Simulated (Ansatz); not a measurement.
```xyz
17

C    -1.488   -0.533    2.188
C    -1.819    0.227    0.927
O    -1.037   -0.234   -0.182
C     0.183    0.305   -0.317
O     0.632    1.140    0.421
C     0.894   -0.274   -1.510
C     2.281    0.299   -1.708
H    -1.624   -1.606    2.042
H    -0.458   -0.344    2.494
H    -2.148   -0.212    2.998
H    -1.651    1.297    1.058
H    -2.853    0.060    0.623
H     0.257   -0.104   -2.384
H     0.920   -1.361   -1.378
H     2.241    1.379   -1.851
H     2.911    0.109   -0.838
H     2.757   -0.148   -2.583
```

Total charge 0; spin multiplicity 1.

**Question.** List the B3LYP/def2-TZVPP orbital energies in eV (Ansatz 0.2.0). (Estimate.)

**Answer.** The calculation gave: Occupied: -521.63, -520.05, -280.19, -278.32, -277.16, -276.69, -276.58, -30.22, -27.82, -21.78, -20.84, -18.50, -17.06, -15.11, -13.96, -13.43, -13.07, -12.26, -12.10, -11.10, -10.81, -10.54, -10.26, -9.96, -9.59, -9.35, -8.38, -7.64. Lowest empty: 0.16, 0.87, 1.45, 2.04, 2.17, 2.51, 2.75, 2.85.

B3LYP here is the variant with VWN-RPA as its local correlation; programs differ in this.
